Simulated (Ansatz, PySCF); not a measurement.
Species: C$_{2}$H$_{6}$N (charge 0, doublet). It need not be the lowest isomer of its formula. 
Structure (B3LYP-D3(BJ)/def2-TZVP (Ansatz, a first-principles code) minimum search):
SMILES: C[N]C
```xyz
9

C     -0.0072    -0.1765     1.1888
N      0.0467     0.6303     0.0038
C     -0.0178    -0.1612    -1.1908
H      0.8224    -0.8999     1.2161
H      0.0434     0.4479     2.0804
H     -0.9339    -0.7700     1.2248
H      0.8114    -0.8842    -1.2349
H      0.0249     0.4745    -2.0748
H     -0.9449    -0.7542    -1.2262
```
Charge 0, spin multiplicity 2.

Total electronic energies in hartree. Correlated levels leave the core frozen unless marked. UHF or UKS for open shells. No spin-orbit coupling. No relativistic terms. Basis-set limits of correlation are two-point, X^-3; Hartree-Fock from the larger set. The bracket is a focal-point correction in the basis named.

| level | program | energy (Eh) |
|---|---|---|
| HF/cc-pVTZ | Ansatz | -133.67737 |
| HF-D4/def2-TZVPD | PySCF + dftd4 | -133.69725 |
| PBE/def2-TZVPD | Ansatz | -134.37476 |
| BP86-D4/def2-TZVPD | PySCF + dftd4 | -134.56155 |
| M06-L-D4/def2-TZVPD | PySCF + dftd4 | ? |
| r2SCAN-D3(BJ)/def2-TZVPD | Ansatz + dftd3 | -134.47685 |
| PBE0/def2-SVP | Ansatz | -134.24124 |
| TPSSh-D4/def2-TZVPD | PySCF + dftd4 | -134.57569 |
| r2SCAN0/def2-TZVPD | Ansatz | -134.46282 |
| RI-MP2/cc-pVQZ | Ansatz | -134.24966 |
| SCS-MP2/STO-3G | Ansatz | -132.15171 |
| SCS-MP2/cc-pVTZ | Ansatz | -134.21036 |
| CCSD/cc-pVTZ | Ansatz | -134.24590 |
| CCSD(T)/6-31G* | Ansatz | -134.07411 |
| RI-MP2/CBS(cc-pVTZ,cc-pVQZ)+[CCSD(T)-MP2]/cc-pVTZ | Ansatz | -134.3366 |

Problem. Fill in the missing entries.

Solution. 
- M06-L-D4/def2-TZVPD, energy (Eh): -134.53807
